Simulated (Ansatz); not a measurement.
**SiNH4 (doublet): from Hartree-Fock to the top rungs at distance N1–H4 along a hydrogen transfer = 1.494 Å, cc-pVDZ**

How much of the correlation energy of SiNH4 (doublet) does each wave-function method recover here?

Program: Ansatz 0.2.0, Gaussian basis. Level of theory: cc-pVDZ, correlated electrons: outside noble gas. These are calculated values, not measurements.

Plan: UHF; CCSD(T) on ROHF; CCSD(T) on UHF; BCCD(T) on ROHF; CISD; CCSDT(Q) on ROHF; CCSDT(Q) on UHF; CASSCF and MRCISD+Q, 3 electrons in 3 orbitals; CASSCF and NEVPT2, 3 electrons in 3 orbitals.

## Step 1: The geometry

The geometry derives from fragments relaxed apart (PBE0/def2-TZVP) and kept rigid, so it is no stationary point. A hydrogen atom is moved between rigid fragments.

6 atoms, charge 0, spin multiplicity 2.

Atoms are counted from 1 here; the program's logs count them from 0.

Bond lengths: N1–H2 1.012 Å, N1–H3 1.012 Å, H4–Si5 1.633 Å, Si5–H6 1.532 Å. Angles: H2–N1–H3 107.1°, H4–Si5–H6 105.0°.

Coordinates:

```tsv
atom	x (Å)	y (Å)	z (Å)
N1	-2.0007	0.0200	-0.0192
H2	-2.2980	0.9878	-0.0192
H3	-2.2980	-0.3823	0.8610
H4	-0.5067	0.0200	-0.0192
Si5	1.1263	0.0200	-0.0192
H6	1.5227	-1.4595	-0.0192
```

In the tables R marks a restricted open-shell determinant and U an unrestricted one; 'pair' is the active space of 3 electrons in 3 orbitals; correlation energies count from the lowest restricted Hartree-Fock solution.

## Step 2: UHF

Contents of in.yaml:

```yaml
crystal:
  periodic: [false, false, false]
  atoms:
    - {symbol: N, position_ang: [-2.000725, 0.019973, -0.019236]}
    - {symbol: H, position_ang: [-2.298005, 0.987807, -0.019236]}
    - {symbol: H, position_ang: [-2.298004, -0.382326, 0.861023]}
    - {symbol: H, position_ang: [-0.506725, 0.019973, -0.019236]}
    - {symbol: Si, position_ang: [1.126275, 0.019973, -0.019236]}
    - {symbol: H, position_ang: [1.522710, -1.459540, -0.019236]}
basis:
  gaussian: {orbitals: cc-pVDZ}
magnetization: {spin_polarized: true, initial_magnetization: 1}
hamiltonian: {xc: hf}
output: {orbitals: {seedname: orbitals}}
```

The run is started by

```console
> ansatz run in.yaml --threads 1 --pin off --events-out ev --progress --plain --max-ram 2393MiB
```

The runs that follow: CCSD(T) on ROHF; CCSD(T) on UHF; BCCD(T) on ROHF; CISD; CCSDT(Q) on ROHF; CCSDT(Q) on UHF; CASSCF and MRCISD+Q, 3 electrons in 3 orbitals; CASSCF and NEVPT2, 3 electrons in 3 orbitals.

Q: Predict the results of all the runs planned. Wanted: correlation energy, UCCSDT(Q); RMP2 from UCCSDT(Q); UMP2 from UCCSDT(Q); RCCSD from UCCSDT(Q); RCCSD(T) from UCCSDT(Q); UCCSD(T) from UCCSDT(Q); RCCSDT(Q) from UCCSDT(Q); NEVPT2 pair from UCCSDT(Q); MRCISD+Q pair from UCCSDT(Q).

The runs gave:

| quantity | value |
| --- | --- |
| correlation energy, UCCSDT(Q) | -8.6117 eV |
| RMP2 from UCCSDT(Q) | +153.1 kJ/mol |
| UMP2 from UCCSDT(Q) | +160.0 kJ/mol |
| RCCSD from UCCSDT(Q) | +26.8 kJ/mol |
| RCCSD(T) from UCCSDT(Q) | +6.1 kJ/mol |
| UCCSD(T) from UCCSDT(Q) | +7.3 kJ/mol |
| RCCSDT(Q) from UCCSDT(Q) | 0.0 kJ/mol |
| NEVPT2 pair from UCCSDT(Q) | +138.0 kJ/mol |
| MRCISD+Q pair from UCCSDT(Q) | +17.2 kJ/mol |
| levels within 1 kcal/mol (43 meV) | RCCSDT, UCCSDT, RCCSDT(Q) |
| T1 diagnostic | 0.050 |

RCCSD(T) lands +6.1 kJ/mol from the yardstick (0.7 % of the correlation energy). Of the multireference levels listed MRCISD+Q pair comes nearest (+17.2 kJ/mol). These misses are within one basis and frozen core, not against nature; frozen cores of the runs differ by up to some meV.
